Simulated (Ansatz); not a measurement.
Two shapes of singlet C₂H₆.

Shape 1:

```xyz
8

C    -0.0009    0.0105    0.7119
C    -0.0479    0.0413   -0.8018
H     1.0401    0.0157    1.1112
H    -0.5334    0.8750    1.1707
H    -0.5586   -0.9216    1.1687
H     0.5049    0.9070   -1.1134
H    -0.9933    0.0372   -1.1294
H     0.4900   -0.8675   -1.1028
```

Shape 2:

```xyz
8

C    -0.0024    0.0040    0.7647
C     0.0026    0.0025   -0.7614
H     1.0176    0.0033    1.1654
H    -0.5138    0.8869    1.1561
H    -0.5102   -0.8781    1.1622
H     0.5056    0.8795   -1.1586
H    -1.0187   -0.0042   -1.1595
H     0.5112   -0.8853   -1.1568
```

Basis set: cc-pVDZ (spherical functions). Frozen core: 2 orbitals. Charge 0, multiplicity 1.

Computed with Ansatz (development build ahead of 0.2.0); each method stands on the lowest determinant of its kind that the runs found.

(1) Which shape is lower in energy, and by how much in each method?

## Answers

(1)

```json
{"method": "RHF", "E(2) − E(1) (eV)": "-0.396"}
{"method": "RHF-MP2", "E(2) − E(1) (eV)": "-0.385"}
```

Shape 2 is lower.
